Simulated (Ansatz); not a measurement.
Relaxation of B(NH2Me)H3 (CH8BN) with RKS PBE-D4/def2-TZVP.

```sh
$ ansatz run in.yaml --threads 4 --pin off --events-out ev --progress --plain --max-ram 3916MiB
```

```yaml
crystal:
  periodic: [false, false, false]
  atoms:
    - {symbol: B, position_ang: [-0.247030, -0.399310, -1.271070]}
    - {symbol: N, position_ang: [-0.247190, -0.416380, 0.376540]}
    - {symbol: C, position_ang: [0.435540, 0.716530, 0.988820]}
    - {symbol: H, position_ang: [0.191290, -1.290670, 0.647950]}
    - {symbol: H, position_ang: [-1.222580, -0.442750, 0.656260]}
    - {symbol: H, position_ang: [0.407770, 0.675750, 2.080970]}
    - {symbol: H, position_ang: [1.470650, 0.725770, 0.653490]}
    - {symbol: H, position_ang: [-0.036760, 1.635590, 0.648710]}
    - {symbol: H, position_ang: [0.896990, -0.418910, -1.601980]}
    - {symbol: H, position_ang: [-0.810600, 0.600240, -1.591260]}
    - {symbol: H, position_ang: [-0.838070, -1.385860, -1.588420]}
basis:
  gaussian: {orbitals: def2-TZVP}
hamiltonian: {xc: pbe, dispersion: d4}
scf: {lower_state_search: "off"}
output: {orbitals: {seedname: orbitals}}
relax: {f_tol: 0.02, max_steps: 100}
```

Run time 4 s (4 threads of Arm Neoverse V1 on a shared host).

Positions (Å) and forces (eV/Å) at steps 1, 2, 3, 4, 5 of 5:

```xyz
11
step=1 energy=-3330.2325 eV
B    -0.247   -0.399   -1.271   -0.023   -0.035    0.396
N    -0.247   -0.416    0.377   -0.032   -0.045   -0.827
C     0.436    0.717    0.989    0.188    0.300    0.327
H     0.191   -1.291    0.648    0.036   -0.322    0.238
H    -1.223   -0.443    0.656   -0.299   -0.121    0.238
H     0.408    0.676    2.081   -0.014   -0.023    0.232
H     1.471    0.726    0.653    0.250   -0.015   -0.121
H    -0.037    1.636    0.649   -0.133    0.223   -0.121
H     0.897   -0.419   -1.602    0.616   -0.002   -0.114
H    -0.811    0.600   -1.591   -0.292    0.538   -0.107
H    -0.838   -1.386   -1.588   -0.296   -0.496   -0.141
11
step=2 energy=-3330.2717 eV
B    -0.248   -0.402   -1.277    0.006    0.011    0.226
N    -0.249   -0.419    0.369   -0.058   -0.094   -0.431
C     0.438    0.721    0.989    0.131    0.212    0.183
H     0.186   -1.297    0.656   -0.005   -0.106    0.129
H    -1.226   -0.450    0.664   -0.091   -0.054    0.128
H     0.410    0.677    2.086   -0.014   -0.024    0.050
H     1.477    0.729    0.647    0.065   -0.017   -0.046
H    -0.039    1.643    0.644   -0.047    0.052   -0.045
H     0.919   -0.418   -1.594    0.195    0.001   -0.066
H    -0.819    0.620   -1.584   -0.091    0.171   -0.065
H    -0.848   -1.403   -1.600   -0.090   -0.151   -0.062
11
step=3 energy=-3330.2798 eV
B    -0.248   -0.401   -1.277   -0.004   -0.009    0.050
N    -0.253   -0.424    0.366   -0.023   -0.039   -0.151
C     0.440    0.725    0.991    0.043    0.071    0.045
H     0.179   -1.302    0.673   -0.007    0.016    0.014
H    -1.228   -0.457    0.680    0.017    0.002    0.014
H     0.412    0.677    2.089   -0.004   -0.008   -0.022
H     1.480    0.729    0.640   -0.024   -0.007    0.002
H    -0.042    1.646    0.641    0.004   -0.024    0.004
H     0.929   -0.415   -1.600   -0.017   -0.001    0.021
H    -0.820    0.630   -1.591    0.008   -0.015    0.021
H    -0.851   -1.407   -1.613    0.008    0.014    0.002
11
step=4 energy=-3330.2803 eV
B    -0.248   -0.402   -1.277    0.006    0.010    0.048
N    -0.253   -0.424    0.362   -0.012   -0.021   -0.036
C     0.441    0.726    0.989    0.004    0.007   -0.001
H     0.179   -1.300    0.673    0.002    0.010    0.007
H    -1.227   -0.457    0.680    0.007    0.006    0.006
H     0.412    0.675    2.087   -0.002   -0.004   -0.012
H     1.480    0.729    0.638   -0.010   -0.001    0.002
H    -0.043    1.646    0.641    0.003   -0.010    0.003
H     0.930   -0.416   -1.594   -0.015    0.001   -0.009
H    -0.820    0.631   -1.585    0.008   -0.013   -0.010
H    -0.851   -1.408   -1.615    0.009    0.015    0.001
11
step=5 energy=-3330.2805 eV
B    -0.248   -0.402   -1.275    0.003    0.004    0.002
N    -0.253   -0.424    0.361    0.001    0.001    0.004
C     0.441    0.726    0.989    0.001    0.001   -0.007
H     0.179   -1.299    0.675   -0.003   -0.001   -0.001
H    -1.226   -0.455    0.681    0.000   -0.003   -0.001
H     0.412    0.673    2.086   -0.001   -0.001    0.000
H     1.479    0.730    0.637    0.001    0.000    0.000
H    -0.044    1.645    0.641   -0.001    0.001    0.000
H     0.929   -0.416   -1.595    0.001   -0.001    0.001
H    -0.818    0.630   -1.586   -0.001    0.000    0.001
H    -0.850   -1.406   -1.615    0.000   -0.001    0.001
```
